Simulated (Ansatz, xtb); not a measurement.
## A geometry optimisation of C2H3Al+ with r2SCAN-D4/def2-SVP

The starting geometry of this gas-phase doublet has its atoms placed at random.

```tsv
atom	x (Å)	y (Å)	z (Å)
C	-0.3808	1.2605	1.0189
C	-1.2092	1.0738	-0.5524
Al	1.2535	-0.4155	0.0744
H	-1.3129	-0.1908	-0.2069
H	1.9892	0.3513	-0.6785
H	0.1916	0.1736	-1.1990
```

One run relaxed it with r2SCAN-D4/def2-SVP. What is a likely outcome?

It ends as a structure given below by its coordinates. Distances that change by over a tenth: C2–H4 (1.31 → 1.10 Å), Al3–H5 (1.30 → 1.55 Å). Contacts that open: Al3–H6 (1.76 → 3.83 Å). Contacts that close: C1–C2 (1.79 → 1.31 Å), C1–Al3 (2.52 → 1.82 Å), C2–H6 (1.79 → 1.10 Å).

The energy falls by 10.93 eV over 16 steps:

```json
{"step": "1", "E − E(last) (eV)": "10.929"}
{"step": "3", "E − E(last) (eV)": "4.624"}
{"step": "4", "E − E(last) (eV)": "2.952"}
{"step": "6", "E − E(last) (eV)": "1.326"}
{"step": "8", "E − E(last) (eV)": "0.946"}
{"step": "9", "E − E(last) (eV)": "0.864"}
{"step": "11", "E − E(last) (eV)": "0.469"}
{"step": "13", "E − E(last) (eV)": "0.132"}
{"step": "14", "E − E(last) (eV)": "0.031"}
{"step": "16", "E − E(last) (eV)": "0.000"}
```

Final geometry (Å):

```xyz
6

C     0.0722    0.3790   -0.2528
C    -1.2169    0.3997   -0.5010
Al    1.8669    0.3435    0.0746
H    -1.9670    0.4524    0.3069
H     3.3909    0.3132    0.3590
H    -1.6146    0.3651   -1.5300
```

From the same start GFN2-xTB reaches the same bonding as this run.

From so rough a start the end depends on the optimiser's path, so another program may land elsewhere. The end wasn't checked by frequencies. Open shells are spin-unrestricted. Run with Ansatz 0.2.0, 90 s on 1 thread of Intel(R) Xeon(R) Platinum 8259CL CPU @ 2.50GHz (Skylake/Cascade Lake), on a shared host.
